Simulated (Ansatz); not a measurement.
Energy needed to pull apart SiN2H4 (SMILES N=[SiH]N), singlet, into free ground-state atoms, from the structure below (at a frame of a short PBE0-D4/def2-SVP trajectory); no zero-point or spin–orbit terms; open-shell atoms are treated unrestricted, in their ground-state multiplicity.

```
7
angstrom
N -1.0541 -0.9145 -0.9849
Si -0.3302 0.3235 -0.2631
N 0.9425 -0.0049 0.7882
H -1.7669 -0.8144 -1.6854
H -0.4817 1.7701 -0.3228
H 1.3366 0.5939 1.4751
H 1.1148 -0.9526 1.0823
```

Computed with Ansatz 0.2.0 (basis: def2-TZVPP); correlated methods freeze the cores.

```
   method  atomization energy (kJ/mol)
   PBE-D4                         2372
r2SCAN-D4                         2305
  PBE0-D4                         2300
  wB97M-V                            ?
       HF                         1484
      MP2                         2267
     CCSD                            ?
  CCSD(T)                         2230
```

Task: What does wB97M-V give? (Judge from chemistry; the value comes from the calculation.)

Result: The calculation gives: 2335 kJ/mol, which is about 105 kJ/mol more than CCSD(T)/def2-TZVPP.

Task: What does CCSD give? (An estimate is asked for; the value comes from the calculation.)

Result: The calculation gives: 2185 kJ/mol, which is about 45 kJ/mol less than CCSD(T)/def2-TZVPP.

In triple zeta the MP2 and coupled-cluster atomization energies are still short of their basis limit by a few kcal/mol a bond, whereas those of the functionals are nearly converged, so these differences are not deviations from converged CCSD(T).

No T1 diagnostic of these runs exceeds 0.016.

For scale, one of the runs: CCSD(T)/def2-TZVPP forces, 160 basis functions, launched by `ansatz run in.yaml --threads 2 --pin off --events-out ev --progress --plain --max-ram 3481MiB`. Hardware: 2 CPU threads of an Intel Xeon 6975P-C, shared host. Wall time 50 s; peak host memory 2.1 GiB.
